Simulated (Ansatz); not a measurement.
A made-up structure of CH$_{3}$S$_{2}$, doublet:

```
6
angstrom
S -0.6841 -1.2641 -0.8371
C 0.4767 -0.0208 1.5684
S 0.0547 0.1050 -0.0966
H -1.6441 -0.6189 -1.5271
H 0.2932 1.2474 -0.7950
H 1.3245 0.6151 1.5491
```

It is relaxed with PBE-D4/def2-SVP and then PBE0-D4/def2-TZVP (Ansatz 0.2.0). Atoms count as bonded within 1.22 times the sum of their covalent radii (H–H: 0.88 Å). The end point is not checked to be a true minimum.

Task: Does its bonding change? (A judgement: the text doesn't fix the answer.)

Result: By the calculation: No: no bond forms or breaks.

Where it ends: The first stage lowers the energy by 3.46 eV in 16 steps. It ends as CH₃S₂ ([CH][SH][SH]):
| atom | x (Å) | y (Å) | z (Å) |
| --- | --- | --- | --- |
| S1 | -0.5510 | -1.0019 | -1.4230 |
| C2 | 0.3208 | 0.1097 | 1.4332 |
| S3 | -0.2139 | 0.6521 | 0.0034 |
| H4 | -1.8174 | -1.1603 | -1.0069 |
| H5 | 0.7315 | 1.1512 | -0.8710 |
| H6 | 1.3509 | 0.3128 | 1.7260 |

Labels in which every atom is bracketed show which atoms are joined, not bond orders.

For scale, one of the runs: PBE0-D4/def2-TZVP relaxation, 123 basis functions, launched by `ansatz run in.yaml --threads 2 --pin off --events-out ev --progress --plain --max-ram 4352MiB`. The run took about 45 s on 2 CPU threads of an Arm Neoverse V1 (shared host).
